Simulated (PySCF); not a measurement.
One reagent, a row of partners

Four-centre ligand exchange: H₂S meets different compounds of Si. Each row is one chosen step, not always the lowest open to these reactants.

Gas-phase electronic energies, without zero-point energy, by CCSD(T) at an estimated basis limit (MP2 extrapolated from triple and quadruple zeta, plus CCSD(T) − MP2 in triple zeta); PySCF 2.14 with density fitting (its default auxiliary sets; JK sets also for MP2 and CCSD(T)), def2-TZVPP and QZVPP, frozen cores, on PBE0-D4/def2-TZVP structures. Extrapolation: Hartree–Fock as exp(−7.88 √X), correlation as X^−2.97. All energies, in kJ/mol, count from the separated reactants, without counterpoise correction; the start and end structures are the complexes reached by relaxing down from the saddle, and deeper ones may exist. Brackets give SMILES, or, where every atom is bracketed, only which atoms are joined. Steps whose reference was doubtful or whose search ended elsewhere are left out.

| reactants | products | broken | formed | start structure | saddle | end structure |
| --- | --- | --- | --- | --- | --- | --- |
| CH₆Si ([CH3][SiH3]) + H₂S | SiH₄S ([SiH3][SH]) + CH₄ | C–Si, H–S | C–H, S–Si | -7.6 | 228.9 | -65.8 |
| Si₂H₆ ([SiH3][SiH3]) + H₂S | SiH₄S ([SiH3][SH]) + SiH₄ | H–S, Si–Si | H–Si, S–Si | -6.8 | 255.1 | -57.0 |
| SiH₃F ([F][SiH3]) + H₂S | SiH₄S ([SiH3][SH]) + HF | F–Si, H–S | F–H, S–Si | -8.4 | ? | 49.4 |

(1) What is the height of the saddle for SiH₃F ([F][SiH3]) + H₂S? (To be estimated.)

T1 diagnostic: at most 0.014.

For scale, one of the runs: CCSD(T)/def2-TZVPP, 238 basis functions, launched by `OMP_NUM_THREADS=4 python run.py`. Hardware: 4 CPU threads of an Arm Neoverse V2, shared host. Wall time 11 min; peak host memory 3.6 GiB.

## Answers

(1) By the calculation: 181.3 kJ/mol relative to the separated reactants, the lowest of the series; above its start structure the barrier is 181.3 − (-8.4) ≈ 189.7 kJ/mol.
